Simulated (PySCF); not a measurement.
C5H6S.
SMILES with atom numbers: `[CH3:1][c:2]1[cH:3][cH:4][cH:5][s:6]1` (hydrogens: H7, H8, H9 on C1; H10 on C3; H11 on C4; H12 on C5)

The same species was optimised twice, with GFN2-xTB and with PBE0-D3(BJ)/def2-SVP (PySCF), and the same property calculations (PySCF, gas phase) were run on both structures.

```
  coordinate  GFN2-xTB  PBE0-D3(BJ)/def2-SVP  change
   C2–C3 (Å)     1.358                 1.373  +0.015
   C4–C5 (Å)     1.354                 1.368  +0.014
   C3–C4 (Å)     1.415                 1.425  +0.010
   C2–S6 (Å)     1.737                 1.731  -0.006
   C1–C2 (Å)     1.487                 1.492  +0.005
   C5–S6 (Å)     1.722                 1.719  -0.003
C2–S6–C5 (°)      91.3                  92.5    +1.2
C1–C2–S6 (°)     120.5                 121.1    +0.6
C3–C2–S6 (°)     110.8                 110.3    -0.5
C4–C5–S6 (°)     112.0                 111.4    -0.6
C3–C4–C5 (°)     112.6                 112.4    -0.2
C1–C2–C3 (°)     128.7                 128.6    -0.1
C2–C3–C4 (°)     113.4                 113.4     0.0
```

Rotational constants: A = 5280, B = 3166, C = 2004 MHz (GFN2-xTB) against A = 5286, B = 3118, C = 1986 MHz (PBE0-D3(BJ)/def2-SVP). Atoms that the bonding makes alike are paired by their places after alignment.

On the GFN2-xTB structure: HOMO (eV) -6.58 [PBE0/pcSseg-1]; LUMO (eV) -0.27 [PBE0/pcSseg-1]; dipole (D) 0.70 [PBE0/pcSseg-1]; GIAO shielding of C1 (ppm) 168.5 [PBE0/pcSseg-1]; GIAO shielding of C2 (ppm) 35.9 [PBE0/pcSseg-1]; GIAO shielding of C3 (ppm) 57.7 [PBE0/pcSseg-1]; GIAO shielding of C4 (ppm) 56.5 [PBE0/pcSseg-1]; GIAO shielding of C5 (ppm) 54.0 [PBE0/pcSseg-1]; GIAO shielding of S6 (ppm) 272.6 [PBE0/pcSseg-1].

Q: What do these properties become on the PBE0-D3(BJ)/def2-SVP structure?

A: 
| property | level | on GFN2-xTB | on PBE0-D3(BJ)/def2-SVP | change |
| --- | --- | --- | --- | --- |
| HOMO (eV) | PBE0/pcSseg-1 | -6.58 | -6.57 | +0.01 |
| LUMO (eV) | PBE0/pcSseg-1 | -0.27 | -0.32 | -0.05 |
| dipole (D) | PBE0/pcSseg-1 | 0.70 | 0.69 | -0.01 |
| energy, GFN2-xTB geometry as zero (kcal/mol) | PBE0/pcSseg-1 | 0.0 | -0.3 | -0.3 |
| GIAO shielding of C1 (ppm) | PBE0/pcSseg-1 | 168.5 | 167.0 | -1.5 |
| GIAO shielding of C2 (ppm) | PBE0/pcSseg-1 | 35.9 | 36.2 | +0.3 |
| GIAO shielding of C3 (ppm) | PBE0/pcSseg-1 | 57.7 | 54.3 | -3.4 |
| GIAO shielding of C4 (ppm) | PBE0/pcSseg-1 | 56.5 | 53.4 | -3.1 |
| GIAO shielding of C5 (ppm) | PBE0/pcSseg-1 | 54.0 | 52.3 | -1.7 |
| GIAO shielding of S6 (ppm) | PBE0/pcSseg-1 | 272.6 | 269.0 | -3.6 |

The heavy atoms differ by 0.012 Å rms after alignment. Among bonds between heavy atoms C2–C3 and C4–C5 change most and about equally (+0.014 to +0.015 Å). Changes are differences of the printed values. Neither structure is proved a minimum here.
